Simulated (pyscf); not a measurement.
## Four-centre exchange: H₂N–Ta(Cl)(Cl)(Cl)–Cl + HCl → H₂N–Ta(Cl)(Cl)(Cl)–Cl + HCl

Gas phase, singlet surface, charge 0. Bonds broken: Ta2–Cl9, Cl3–H10. Bonds formed: Ta2–Cl3, Cl9–H10. Structures and frequencies: ωB97X-D3(BJ)/def2-SVP in PySCF.

Transition state (Å):

```xyz
10

N     -0.3456     0.8205    -1.0895
Ta    -1.4590    -0.2311     0.1176
Cl    -0.4405    -2.0121    -1.5457
Cl    -3.4479     0.2954    -0.8987
Cl    -2.4215    -2.1727     0.9789
Cl    -1.5169     1.2717     1.8103
H     -0.2134     1.8148    -0.8966
H      0.1705     0.5368    -1.9179
Cl     0.6931    -1.2194     1.1371
H      0.3963    -1.9010    -0.2978
```

One imaginary mode, 509i cm⁻¹; descent along it reached the two sides named, in the forms told below.

| bond | change | reactant side (Å) | saddle | product side |
|---|---|---|---|---|
| Ta2–Cl9 | breaks | 2.342 | 2.578 | 2.9 |
| Cl3–H10 | breaks | 1.289 | 1.507 | 2.8 |
| Ta2–Cl3 | forms | 3.0 | 2.6 | 2.344 |
| Cl9–H10 | forms | 2.9 | 1.616 | 1.289 |

Electronic energies relative to the separated reactants (eV):

| level | barrier | reaction energy | reverse barrier |
|---|---|---|---|
| ωB97X-D3(BJ)/def2-TZVP | 0.38 | 0.00 | 0.38 |
| PBE/def2-TZVP | 0.43 | 0.00 | 0.43 |
| r²SCAN/def2-TZVP | 0.41 | 0.00 | 0.41 |
| B3LYP-D3(BJ)/def2-TZVP | 0.48 | 0.00 | 0.48 |
| PBE0-D3(BJ)/def2-TZVP | 0.40 | 0.00 | 0.40 |
| M06-2X/def2-TZVP | 0.54 | 0.00 | 0.54 |
| ωB97M-D3(BJ)/def2-TZVP | 0.58 | 0.00 | 0.58 |
| HF/def2-TZVP | 1.38 | 0.00 | 1.38 |

With ωB97M-D3(BJ)/def2-TZVP energies and thermal terms (ideal gas, 1 atm, RRHO with modes under 100 cm⁻¹ raised to 100, one conformer, R ln 2 for chiral ones without a mode under 150 cm⁻¹), in eV:

```csv
T (K),ΔH‡,ΔG‡,ΔH,ΔG
298,0.50,0.96,0.00,0.00
600,0.51,1.43,0.00,0.00
900,0.53,1.89,0.00,0.00
1200,0.56,2.33,0.00,0.00
```

On the reactant side the descent ends in an adduct with a Cl–Ta contact, 0.14 eV under the separated species and 0.52 eV under the saddle at ωB97X-D3(BJ)/def2-TZVP. On the product side the descent ends in an adduct with a Cl–Ta contact, 0.13 eV under the separated species and 0.52 eV under the saddle at ωB97X-D3(BJ)/def2-TZVP. What is counted as formed (Cl–Ta) is already present as a longer contact in the reactant adduct; forming that adduct is a step of its own. What is counted as broken (Cl–Ta) persists as a longer contact in the product adduct; parting that adduct is a step of its own. The same reactants have a lower exit, to Cl–Ta(Cl)(Cl)(Cl)–Cl + NH₃ (barrier +0.14 eV at ωB97M-D3(BJ), against +0.58 eV here). One saddle was located; it need not be the lowest between these sides. Elements past Kr carry the def2 core potentials, without spin-orbit coupling.
